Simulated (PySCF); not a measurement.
# ethanethiol: calculation and literature

Mapped SMILES: `[CH3:1][CH2:2][SH:3]` (H(Xn): hydrogen on atom n).

- shielding tensors at B97-2/pcSseg-2 (GIAO)
- PBE0-D3(BJ)/def2-TZVP structure
- program: PySCF
- one averaged value for each set of equivalent atoms, one conformer, gas phase, non-relativistic

Reference values: measured (solution, not stated per compound (mostly CDCl3 or CCl4); Pretsch, Buehlmann, Badertscher, Structure Determination of Organic Compounds, 4th ed. (2009)).
| atoms | quantity | reference | computed | computed, scaled |
| --- | --- | --- | --- | --- |
| C1 | δ 13C | 19.7 | 24.1 | 21.2 |
| C2 | δ 13C | 19.1 | 27.1 | 20.1 |
| H(C2) | δ 1H | 2.44 | 2.45 | 2.44 |
| H(C1) | δ 1H | 1.31 | 1.28 | 1.34 |

Computed shifts are σ(ref) − σ with the named reference compound (TMS for H and C) calculated as an isolated molecule at the same level. The measured values may be among those fitted. Shieldings were converted by linear fits to measured shifts (mostly CDCl3, TMS scale, for H and C): 13C (scatter 2.0 ppm rms, 2.1 ppm with the 1 outlier that the fit left out, with a fitted term for attached S); 1H (scatter 0.14 ppm rms, 0.16 ppm with the 4 outliers that the fit left out). Occasional misses reach two or three times the rms, and more in compound classes unlike the fitted ones. Hydrogens on heteroatoms aren't scaled, only referred to computed TMS.

Q: How far are the unscaled 13C shifts from the references?

A: Mean signed difference +6.20 ppm, mean absolute 6.20 ppm over 2 comparisons; the largest is +8.0 ppm at C2 (sp3 CH2 bonded to S).

Q: How far are the unscaled 1H shifts from the references?

A: Mean signed difference -0.01 ppm, mean absolute 0.02 ppm over 2 comparisons; the largest is -0.03 ppm at H(C1) (hydrogen on a methyl carbon).
